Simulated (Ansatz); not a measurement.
Reaction: C2H3Cl (SMILES C=CCl) → C2H2Cl (SMILES Cl[C]=C, doublet) + H (doublet) (the C-H bond breaks)
Each species at its own B3LYP-D3(BJ)/def2-TZVP minimum (Ansatz, a first-principles code).

Total energies in hartree (Ansatz). UHF or UKS for unpaired electrons; spin-orbit terms are left out. Cores are frozen in correlated methods. No relativity. For partners of very few electrons the exact lower level stands in for a higher one. The UHF reference of C2H2Cl (C=[C]Cl, doublet) is spin-contaminated (<S^2> up to 0.21 over the pure value in the sets run).

```csv
species,HF/cc-pV(T+d)Z,CCSD(T)/cc-pV(T+d)Z,HF/cc-pV(Q+d)Z,CCSD(T)/cc-pV(Q+d)Z,CCSD(T)/cc-pV(D+d)Z,CCSDT(Q)/cc-pV(D+d)Z
1: C2H3Cl (SMILES C(Cl)=C),-537.00250,-537.57646,-537.01120,-537.62266,-537.42185,-537.42369
"2: C2H2Cl (SMILES [C](Cl)=C, doublet)",-536.36027,-536.89388,-536.36887,-536.93855,-536.74620,-536.74887
3: H (doublet),-0.49981,-0.49981,-0.49995,-0.49995,-0.49928,-0.49928
```

Question: Work out the bond dissociation energy (electronic) in kJ/mol: take Hartree-Fock from cc-pV(Q+d)Z, extrapolate the CCSD(T) correlation energy as X^-3 (X = 3, 4), and add CCSDT(Q) - CCSD(T) in cc-pV(D+d)Z. 1 hartree = 2625.5 kJ/mol.

Answer: 
Species 1: correlation (64·(-0.61146) - 27·(-0.57396))/37 = -0.63882; step -0.00184; E1 = -537.01120 + (-0.63882) + (-0.00184) = -537.65186
Species 2: correlation (64·(-0.56968) - 27·(-0.53361))/37 = -0.59600; step -0.00267; E2 = -536.36887 + (-0.59600) + (-0.00267) = -536.96754
Species 3: correlation (64·(0.00000) - 27·(0.00000))/37 = 0.00000; step +0.00000; E3 = -0.49995 + (0.00000) + (+0.00000) = -0.49995
-1·E1 +1·E2 +1·E3 = 0.18437 hartree = 484.1 kJ/mol.
